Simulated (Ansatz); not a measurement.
We consider 2H MoS2, described by r²SCAN in Ansatz (plane waves, PAW).

Run with plane-wave cutoff 600 eV, 12×12×4 k mesh (along the axes of the cell as run), no spin polarisation, scalar-relativistic PAW data made under PBE.

Computed at the level's own relaxed cell.

Elastic tensor (GPa, Voigt notation, ions relaxed):

```
  216.9    57.0     4.5     0.0     0.0     0.0
   57.0   216.9     4.5     0.0     0.0     0.0
    4.5     4.5    19.7     0.0     0.0     0.0
    0.0     0.0     0.0     7.5     0.0     0.0
    0.0     0.0     0.0     0.0     7.5     0.0
    0.0     0.0     0.0     0.0     0.0    79.9
```

Task: Work out the Voigt, Reuss and Hill averages of the bulk and shear moduli, Young's modulus and Poisson's ratio from the printed constants.

Result: K_V = [C11 + C22 + C33 + 2(C12 + C13 + C23)]/9 = [453.5 + 2 × 66.0]/9 = 65.1 GPa. G_V = [453.5 − 66.0 + 3 × 94.9]/15 = 44.8 GPa. From the compliances S = C⁻¹, K_R = 18.1 and G_R = 13.7 GPa. Hill means: K = 41.6, G = 29.2 GPa. E = 9KG/(3K + G) = 71 GPa, ν = (3K − 2G)/(6K + 2G) = 0.22, K/G = 1.42.

Measured, for comparison: elastic constant C11 238 GPa, elastic constant C44 19 GPa, elastic constant C33 52 GPa (temperature not stated, no zero-point or thermal correction; as tabulated in Guerrero et al. (2021), arXiv:2010.02198); elastic constant C13 23 GPa (temperature not stated, no zero-point or thermal correction; as tabulated in Ulian and Valdrè (2023), doi:10.1107/s1600576723002571). Computed (rounded) less measured: elastic constant C11 -9 %, elastic constant C44 -61 %, elastic constant C33 -62 %, elastic constant C13 -81 %.

Note: the cell comes from a level without a dispersion term, which matters for the spacing of layers, chains or molecules; the cell has widely spaced layers and the level no dispersion term, so their spacing and the moduli can rest on weak binding.

Static lattice: no zero-point or thermal effects.

Ansatz is a quantum-chemistry and plane-wave program.
